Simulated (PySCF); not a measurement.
Trend along the third period: MF anions

CCSD(T) with double-zeta basis sets in PySCF, for the lowest determinant that a PBE0 search found; no spin–orbit coupling. De refers to high-spin ground-configuration atoms (the charge goes to the atom of lower measured ionisation energy or higher electron affinity, which is not always the lowest computed limit).

```csv
M,basis,"reference, frozen orbitals",charged atom,state (unpaired electrons),Re (Å),ωe (cm⁻¹),De (eV)
Na,def2-SVPD,"UHF, 2",F−,doublet (σ ↑),2.040,419,2.01
Mg,aug-cc-pVDZ,"RHF, 2",F−,singlet (closed shell),1.851,559,2.51
Si,def2-SVPD,"UHF, 6",F−,triplet (π ↑↑),1.794,580,2.80
S,aug-cc-pV(D+d)Z/aug-cc-pVDZ,"RHF, 6",F−,singlet (closed shell),1.770,630,2.15
Cl,aug-cc-pV(D+d)Z/aug-cc-pVDZ,"UHF, 6",Cl−,doublet (σ ↑),2.194,360,n/a
```

The shortest bond is that of SF⁻ (1.770 Å), the longest that of ClF⁻ (2.194 Å).

The rows differ in basis set, which adds steps of its own.

The state changes along the series, so neighbouring rows are not always alike in their bonding.

Correlated steps freeze the inner cores (2 to 6 orbitals); shallow outer-core shells are correlated. Correlated levels converge slowly with the basis: in double zeta they bind strong bonds too weakly, by up to about 1 eV, and carry superposition errors of some tenths. For an ion De counts to the pair picked by the measured ionisation energies or electron affinities, which need not be the lowest pair at this level. Where the molecule has an RHF reference, its open-shell atoms are computed with UHF. The CCSD T1 diagnostic is raised in ClF⁻, a sign that a single reference may not be enough there. States were picked by a PBE0 search and need not be the measured ground states.
